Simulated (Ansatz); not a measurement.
Input file:

```yaml
crystal:
  periodic: [false, false, false]
  atoms:
    - {symbol: N, position_ang: [0.000000, 0.000000, 0.000000]}
    - {symbol: S, position_ang: [0.000000, 0.000000, 1.173000]}
basis:
  gaussian: {orbitals: cc-pVDZ}
magnetization: {spin_polarized: false, initial_magnetization: 1}
correlation: {method: fic_mrcisd_q, electrons: outside_noble_gas, active_space: {window: {electrons: 3, orbitals: 3}}}
```

```sh
$ ansatz run in.yaml --threads 1 --pin off --events-out ev --progress --plain --max-ram 2393MiB
```

Log:

```
330 factors; integrals over basis functions are off by at most 9.2e-4 eV
mean field evaluation 1: about -12288.7337 eV, gradient 2.8e1 eV
mean field evaluation 2: about -12288.7459 eV, gradient 2.8e1 eV
mean field evaluation 4: about -12290.6118 eV, gradient 1.7e0 eV
mean field evaluation 8: about -12290.6263 eV, gradient 5.6e-4 eV
mean field evaluation 16: about -12290.6258 eV, gradient 2.1e-1 eV
mean field -12290.62627335 eV, -451.6721846599 hartree, gradient 2.2e-6 eV, S^2 0.750000; 2 other end points of the search recorded, 0 dependent functions left out
reference -12290.62627335 eV, -451.6721846599 hartree; 12, 11 occupied and 20, 21 virtual orbitals, 330 factors
state -12291.15949482 eV, -451.6917801875 hartree
contracted CI cycle   1: correlation 0.00000000 eV, 0.0000000000 hartree, residual 2.40e1 eV
contracted CI cycle   2: correlation -6.17082765 eV, -0.2267737335 hartree, residual 4.17e0 eV
contracted CI cycle   3: correlation -6.39316696 eV, -0.2349445522 hartree, residual 1.03e0 eV
contracted CI cycle   4: correlation -6.40937783 eV, -0.2355402907 hartree, residual 3.16e-1 eV
contracted CI cycle   5: correlation -6.41100182 eV, -0.2355999714 hartree, residual 9.93e-2 eV
contracted CI cycle   6: correlation -6.41116113 eV, -0.2356058261 hartree, residual 3.13e-2 eV
contracted CI cycle   7: correlation -6.41117781 eV, -0.2356064388 hartree, residual 1.15e-2 eV
contracted CI cycle   8: correlation -6.41118047 eV, -0.2356065364 hartree, residual 4.88e-3 eV
contracted CI cycle   9: correlation -6.41118090 eV, -0.2356065526 hartree, residual 1.69e-3 eV
contracted CI cycle  10: correlation -6.41118095 eV, -0.2356065542 hartree, residual 4.80e-4 eV
state -12291.15949482 eV, -451.6917801875 hartree; corrected -12298.11418414 eV, -451.9473603060 hartree
Total energy: -12298.11418414 eV, -451.9473603060 hartree
```

For the same geometry and basis UCCSDT(Q) lies 85.7 meV lower.

Ran on 1 thread of Intel Xeon Platinum 8488C, shared host: 0.57 s wall, 0.09 GiB peak host memory.
